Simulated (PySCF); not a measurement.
1-methoxy-2-propanol, C₄H₁₀O₂.
InChI=1S/C4H10O2/c1-4(5)3-6-2/h4-5H,3H2,1-2H3/t4-/m0/s1

Level of theory: TDDFT B3LYP/def2-SVPD, vertical, gas phase, core orbitals frozen in the response in PySCF 2.14.0, density-fitted response routines. The structure is a single GFN2-xTB conformer in the gas phase; no vibrational or solvent corrections. Torsions of this conformer, `[CH3:1][O:2][CH2:3][C@H:4]([CH3:5])[OH:6]`: C1–O2–C3–C4 -179°, O2–C3–C4–C5 180°, H–O6–C4–C3 -47°.

Each state is given a Gaussian of 0.5 eV full width at half maximum, with ε(max) = 2.175×10⁸ f / Δν̃ (Δν̃ the width in cm⁻¹). The width is an assumption, not a result. The curve ends short of the highest state used, and states not computed would add to its high-energy end.

(E (eV), ε (L mol⁻¹ cm⁻¹)): (6.16, 2), (6.20, 4), (6.24, 7), (6.27, 11), (6.31, 19), (6.35, 32), (6.39, 53), (6.42, 76), (6.46, 118), (6.50, 176), (6.54, 256), (6.57, 331), (6.61, 453), (6.65, 600), (6.68, 724), (6.72, 905), (6.76, 1094), (6.80, 1280), (6.83, 1410), (6.87, 1561), (6.91, 1674), (6.95, 1743), (6.98, 1763), (7.02, 1751), (7.06, 1703), (7.09, 1651), (7.13, 1576), (7.17, 1512), (7.21, 1479), (7.24, 1485), (7.28, 1543), (7.32, 1662), (7.36, 1838), (7.39, 2003), (7.43, 2251), (7.47, 2516)

(1) Locate the maxima and give the states behind the curve.

(2) On this curve, what absorbance would a 10⁻⁵ mol/L sample give at 193 nm over a 1 cm path?

(3) Coming from long wavelengths, where does ε first pass 100 L mol⁻¹ cm⁻¹?

(4) Does any computed singlet lie in the visible range?

Answers

(1) 177 nm (6.99 eV), ε about 1800, made up of S1 (49%) and S2 (49%) (ε in L mol⁻¹ cm⁻¹; maxima over ε = 5, shares over 10%). At its high-energy end, 7.47 eV, the curve is still rising (ε about 2500, from S3, S4, S5 and S6). The states used: S1 6.91 eV (f 0.017); S2 7.03 eV (f 0.016); S3 7.55 eV (f 0.0097); S4 7.58 eV (f 0.0096); S5 7.60 eV (f 0.0097); S6 7.63 eV (f 0.022); S7 8.05 eV (f 0.013); S8 8.07 eV (f 0.097).

(2) 193 nm is 6.424 eV, where ε is about 79 L mol⁻¹ cm⁻¹, so A = ε c l ≈ 0.00079 (Beer–Lambert, with the gas-phase spectrum and the assumed width).

(3) At about 192 nm (6.45 eV), 0.47 eV below S1.

(4) No computed singlet lies in the visible range (380 to 750 nm); the lowest, at 179 nm, stands 3.65 eV above its violet end (3.26 eV).

The run took 31 s wall on one thread of an x86-64 server, shared host.
